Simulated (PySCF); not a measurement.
AlH4 (charge -1).
Structure used (PBE0-D3(BJ)/def2-SVP), in Å, numbered top down from 1:
```xyz
5
AlH4 angstrom
Al    -0.0063   -0.0017   -0.0007
H      0.6147    1.1915   -0.9576
H     -1.0974    0.6494    1.0532
H      1.2155   -0.7196    0.8458
H     -0.7582   -1.1285   -0.9440
```

Level of theory: PBE0-D3(BJ)/def2-SVP geometry optimisation, gas phase (PySCF).

Masses are those of the commonest isotopes; rigid-rotor values at the optimised geometry. 

**Question.** Give the principal moments of inertia and the rotational constants in GHz.

**Answer.** Ia = 7.32, Ib = 7.32, Ic = 7.32 u·Å²; 505379 MHz·u·Å²/I gives 69025, 69003 and 69000 MHz, that is A = 69.025, B = 69.003, C = 69.000 GHz.

**Question.** What kind of rotor is it?

**Answer.** A spherical top, as the point group Td requires three equal moments; the computed ones differ by 0.04 % because the geometry is symmetric only within the optimiser's tolerance.

The point group Td allows no dipole (computed: 0.00 D (about the centre of mass, as the species is charged)), so a rigid rotor has no electric-dipole lines.

No frequency check. The geometry's basis has no diffuse functions, a weakness for an anion. These are rigid-rotor constants of the computed structure; measured ground-state constants (B0) also hold zero-point vibration.
